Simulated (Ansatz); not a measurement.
CH₇AlSi (`C[SiH2][AlH2]`) at its PBE0-D4/def2-TZVP geometry, where that method's forces vanish. Total charge 0; spin multiplicity 1.

```tsv
atom	x (Å)	y (Å)	z (Å)
C1	-1.337	-0.640	0.618
Si2	-0.158	-0.162	-0.778
Al3	1.860	0.982	0.047
H4	-2.219	-1.142	0.215
H5	-1.672	0.242	1.168
H6	-0.855	-1.318	1.324
H7	-0.891	0.711	-1.744
H8	0.215	-1.397	-1.531
H9	3.162	0.162	0.458
H10	1.895	2.563	0.223
```

Q: For each bond, give half the difference of the two atoms' forces along it (eV/Å; positive pushes the atoms apart) under PBE-D4, r2SCAN-D4, B3LYP-D4, ωB97M-V in def2-TZVPP. (Best estimate.)

A: Computed: 
```csv
bond,length (Å),PBE-D4,r2SCAN-D4,B3LYP-D4,ωB97M-V
C1–Si2,1.888,0.04,0.05,0.14,0.06
C1–H4,1.092,0.11,-0.02,-0.05,-0.06
C1–H5,1.092,0.10,-0.02,-0.04,-0.04
C1–H6,1.092,0.10,-0.02,-0.04,-0.04
Si2–Al3,2.462,-0.10,0.00,0.07,0.04
Si2–H7,1.494,0.09,-0.02,-0.09,-0.11
Si2–H8,1.494,0.09,-0.02,-0.09,-0.11
Al3–H9,1.592,0.07,-0.02,-0.07,-0.10
Al3–H10,1.592,0.07,-0.02,-0.07,-0.10
```

B3LYP here is the variant with VWN-RPA as its local correlation; programs differ in this.
